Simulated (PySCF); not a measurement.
**Stretching F2**

Set-up: F def2-TZVPPD; no relativity (PySCF 2.14). Energies in eV from F + F in their ground configurations at the same level. State: ¹Σg⁺ (singlet), closed shell.

Curves on a restricted Hartree–Fock reference rise too fast on stretching and do not dissociate correctly.

| R (Å) | RHF-MP2 | TPSS |
| --- | --- | --- |
| 1.183 | -0.392 | -0.442 |
| 1.238 | -1.084 | -1.190 |
| 1.293 | -1.493 | -1.649 |
| 1.335 | -1.660 | -1.850 |
| 1.376 | -1.736 | -1.955 |
| 1.417 | -1.742 | -1.983 |
| 1.472 | -1.669 | -1.932 |
| 1.541 | -1.489 | -1.764 |
| 1.624 | -1.201 | -1.469 |
| 1.734 | -0.780 | -0.998 |

Put a parabola through the three lowest points of the RHF-MP2 curve and estimate Re, k and ωe (reduced mass 9.499 u; 1 eV/Å² = 0.16022 mdyn/Å; ωe = 1302.8·√(k/μ) cm⁻¹).

Through R = 1.376, 1.417, 1.472 Å the second-order coefficient is 15.4 eV/Å², so Re ≈ 1.401 Å, k ≈ 4.92 mdyn/Å and ωe ≈ 937 cm⁻¹. A polynomial fit of higher order to the unrounded RHF-MP2 energies gives Re = 1.400 Å, k = 5.64 mdyn/Å, ωe = 1003 cm⁻¹; anharmonicity and rounding make the difference.

The higher-order fit for each curve: RHF-MP2: Re = 1.400 Å, ωe = 1003 cm⁻¹, De = 1.75 eV; TPSS: Re = 1.415 Å, ωe = 1004 cm⁻¹, De = 1.98 eV.

Correlated steps freeze 2 core orbitals. Where the molecule has an RHF reference, its open-shell atoms are computed with UHF.
